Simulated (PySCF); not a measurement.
Ionisation energy of O by level of theory

O [He] 2s2 2p4 (3P) → O⁺ [He] 2s2 2p3 (4S), as a difference of total energies. Computed with PySCF 2.14 in dyall-acv3z, with no relativity, point nucleus. Correlated levels: valence: 1s2 frozen; virtual orbitals above 40 to 60 times the deepest correlated orbital energy dropped. The calculations carry no spin-orbit coupling.

| method | ionisation energy (eV) | plus first-order spin-orbit estimate | error of that sum (eV) |
| --- | --- | --- | --- |
| UHF | 12.020 | 12.030 | -1.588 |
| MP2 (valence) | 13.337 | 13.346 | -0.272 |
| SCS-MP2 (valence) | 13.443 | 13.452 | -0.166 |
| CCSD (valence) | 13.372 | 13.382 | -0.236 |
| CCSD(T) (valence) | 13.422 | 13.432 | -0.186 |

Reference: 13.618 eV (measured; NIST Atomic Spectra Database, ionization energies).

A first-order spin-orbit estimate (lowest level to lowest level, LS coupling) adds 0.010 eV.

Errors of the correlated levels include the incompleteness of this basis and the frozen core.
